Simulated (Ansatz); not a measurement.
# How far each method lies from full CI for HBe–BeH, singlet

Geometry: a point of a stretch scan, not a stationary point.

```xyz
4

Be    0.0000    0.0000    0.8415
Be    0.0000    0.0000   -0.8415
H     0.0000    0.0000    2.1890
H     0.0000    0.0000   -2.1890
```

Basis cc-pVDZ; Ansatz 0.2.0. Only valence electrons are correlated (noble-gas cores frozen), which leaves 6 electrons in 36 orbitals. R marks a restricted (for open shells ROHF) determinant. Active spaces: pair = (2e, 2o) about the gap; valence = (6e, 10o) chosen from the atoms' valence shells.

Full CI is exact within this basis and frozen core; it isn't the basis-set limit.

```
UHF ⟨S²⟩                          : 0.000
T1 diagnostic (RCCSD)             : 0.0076
largest doubles amplitude (RCCSD) : 0.057
```

```tsv
level	E − E(RHF) (eV)
RMP2	-2.1909
RCCSD	-3.0242
RCCSD(T)	-3.0637
```

Task: Estimate how far full CI in cc-pVDZ lies from RCCSD(T). The table doesn't fix it; the size of (T) and the diagnostics are the guide.

Result: Full CI in cc-pVDZ lies 0.34 kcal/mol below RCCSD(T), which is 37 % of the (T) step (-0.91 kcal/mol). The diagnostics give no warning, yet the rest is a sizeable part of (T).

The other levels:

```tsv
level	E − E(full CI) (kcal/mol)	share of correlation (%)	wall time
CISD	4.69	93.40	0.99 s
BCCD(T)	0.34	99.53	0.3 s
RCCSDT	0.04	99.94	–
RCCSDT(Q)	0.01	99.99	1.5 s
CASSCF (pair space)	60.45	14.84	–
NEVPT2 (pair space)	18.98	73.27	0.42 s
CASSCF (valence space)	29.50	58.44	–
NEVPT2 (valence space)	8.89	87.47	3.9 s
NEVPT4(SD) (valence space)	1.80	97.46	6 s
MRCISD (valence space)	1.04	98.53	–
MRCISD+Q (valence space)	0.26	99.64	7 s
```

The correlation energy at full CI, counted from RHF, is -3.078 eV. That run took 32 s on 1 thread of Arm Neoverse V1, shared host over 6,412,900 determinants.

Times hold each run's SCF and search for its determinant on a shared host, so for small cases they say little of a method's own cost; they ran on 1 thread of Arm Neoverse V1.

The full-CI state has the irrep Ag of D2h, in the program's axes (one component, if the state is degenerate).

Natural occupations of full CI about the gap: 1.956 1.954 1.889 0.049 0.049 0.018 0.017 0.011 0.011 0.008; effectively unpaired electrons, Σ n²(2−n)², 0.08.
